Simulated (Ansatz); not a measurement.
# H₃O (doublet): from Hartree-Fock to the top rungs at distance O1–H3 along a hydrogen transfer = 0.960 Å, 6-31G

How much of the correlation energy of H₃O (doublet) does each wave-function method recover here?

Computed with Ansatz 0.2.0, Gaussian basis. Level: 6-31G, core rule «outside noble gas», up to 1 orbitals frozen.

Plan: UHF; CCSD(T) on ROHF; CCSD(T) on UHF; BCCD(T) on ROHF; CISD; CCSDT(Q) on ROHF; CCSDT(Q) on UHF; CISDTQ; CCSDTQ on ROHF; CCSDTQ on UHF; CASSCF and MRCISD+Q, 3 electrons in 3 orbitals; CASSCF and NEVPT2, 3 electrons in 3 orbitals; CASSCF and MRCISD+Q, 9 electrons in 7 orbitals; CASSCF and NEVPT2, 9 electrons in 7 orbitals; Full CI.

10 further runs of the same task are left out: 2 for a mislabelled method, 4 that didn't finish, 4 set aside as unsound or not needed.

### 1 The system

The geometry derives from fragments relaxed apart (PBE0/def2-TZVP) and kept rigid, so it is no stationary point. A hydrogen atom is moved between rigid fragments.

4 atoms, charge 0, spin multiplicity 2.

Atoms are counted from 1 here; the program's logs count them from 0.

Bond lengths: O1–H2 0.960 Å, O1–H3 0.960 Å. Angles: H2–O1–H3 105.1°.

Geometry (Å):

```xyz
4
charge 0, multiplicity 2
O    -0.1530   -0.0491    0.0000
H    -0.4023    0.8775    0.0000
H     0.8065   -0.0491    0.0000
H     2.0240   -0.0491    0.0000
```

### 2 UHF

in.yaml reads:

```yaml
crystal:
  periodic: [false, false, false]
  atoms:
    - {symbol: O, position_ang: [-0.152979, -0.049094, 0.000000]}
    - {symbol: H, position_ang: [-0.402288, 0.877481, 0.000000]}
    - {symbol: H, position_ang: [0.806550, -0.049094, 0.000000]}
    - {symbol: H, position_ang: [2.024021, -0.049094, 0.000000]}
basis:
  gaussian: {orbitals: 6-31G}
magnetization: {spin_polarized: true, initial_magnetization: 1}
hamiltonian: {xc: hf}
output: {orbitals: {seedname: orbitals}}
```

The run is started by

```console
$ ansatz run in.yaml --threads 1 --pin off --events-out ev --progress --plain --max-ram 2393MiB
```

After this run come: CCSD(T) on ROHF; CCSD(T) on UHF; BCCD(T) on ROHF; CISD; CCSDT(Q) on ROHF; CCSDT(Q) on UHF; CISDTQ; CCSDTQ on ROHF; CCSDTQ on UHF; CASSCF and MRCISD+Q, 3 electrons in 3 orbitals; CASSCF and NEVPT2, 3 electrons in 3 orbitals; CASSCF and MRCISD+Q, 9 electrons in 7 orbitals; CASSCF and NEVPT2, 9 electrons in 7 orbitals; Full CI.

Before running them: what should the planned runs give, taken together? Wanted: FCI below the RHF energy; RMP2 from FCI; UMP2 from FCI; RCCSD from FCI; RCCSD(T) from FCI; UCCSD(T) from FCI; RCCSDT(Q) from FCI; UCCSDT(Q) from FCI; NEVPT2 pair from FCI.

**Answer**, as computed:

```
                         quantity                                                                                                                         value
         FCI below the RHF energy                                                                                                                    -3.7984 eV
                    RMP2 from FCI                                                                                                                  +23.6 kJ/mol
                    UMP2 from FCI                                                                                                                  +23.4 kJ/mol
                   RCCSD from FCI                                                                                                                   +4.4 kJ/mol
                RCCSD(T) from FCI                                                                                                                   +1.5 kJ/mol
                UCCSD(T) from FCI                                                                                                                   +1.5 kJ/mol
               RCCSDT(Q) from FCI                                                                                                                    0.0 kJ/mol
               UCCSDT(Q) from FCI                                                                                                                    0.0 kJ/mol
             NEVPT2 pair from FCI                                                                                                                  +18.6 kJ/mol
           MRCISD+Q pair from FCI                                                                                                                   +3.3 kJ/mol
          NEVPT2 valence from FCI                                                                                                                  +29.4 kJ/mol
levels within 1 kcal/mol (43 meV)  RCCSD(T), UCCSD(T), BCCD(T), RCCSDT, UCCSDT, CISDTQ, RCCSDT(Q), UCCSDT(Q), RCCSDTQ, UCCSDTQ, MRCISD+Q pair, MRCISD+Q valence
                    T1 diagnostic                                                                                                                         0.016
   effectively unpaired electrons                                                                                                                          1.02
```

What this shows: RCCSD(T) misses by +1.5 kJ/mol, 0.4 % of the correlation energy. One determinant dominates. Of the multireference levels listed MRCISD+Q valence comes nearest in total energy (+2.5 kJ/mol), which doesn't show that its space is the better one. These misses are within one basis, not against nature; the frozen cores of restricted and unrestricted runs differ, which can shift their rows.
